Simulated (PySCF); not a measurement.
# SiMe2: computed shieldings and shifts

SiMe2, C2H6Si, point group C2.

Bonds: Si1-C2 1.909 Å, Si1-C6 1.909 Å. C2 carries H3, H4, H5; C6 carries H7, H8, H9.

GIAO calculations in PySCF on the PBE0-D3(BJ)/def2-SVP structure: isolated species, non-relativistic, equivalent atoms averaged; basis pcSseg-1.

(1) Give the isotropic shieldings (ppm) with PBE0, wB97X-D.

(2) And the chemical shifts, against references computed in the same way?

(3) Which part of the shielding of Si1 depends on the functional?

Results:

(1) 
```tsv
atoms	environment	PBE0	wB97X-D
Si1	silicon bonded to 2 C	-468.9	-478.8
C2/C6	carbon bonded to Si, 3 H	144.4	145.7
H3/H4/H5/H7/H8/H9	hydrogen on a carbon bonded to Si	29.45	29.60
HOMO–LUMO gap (eV)	–	3.76	7.38
```

(2) 
```tsv
atoms	nucleus, reference	PBE0	wB97X-D
Si1	29Si, TMS	820.9	831.8
C2/C6	13C, TMS	40.0	38.9
H3/H4/H5/H7/H8/H9	1H, TMS	1.82	1.78
```

(3) Diamagnetic: PBE0 876, wB97X-D 876 ppm; paramagnetic: PBE0 -1345, wB97X-D -1355 ppm. The diamagnetic part, set mainly by inner electrons, hardly moves; the paramagnetic part goes with low-lying magnetically allowed excitations and carries the spread.

The averaged H atoms aren't alike in the static structure (σ from 28 to 30 ppm); the average presumes fast exchange among these sites.
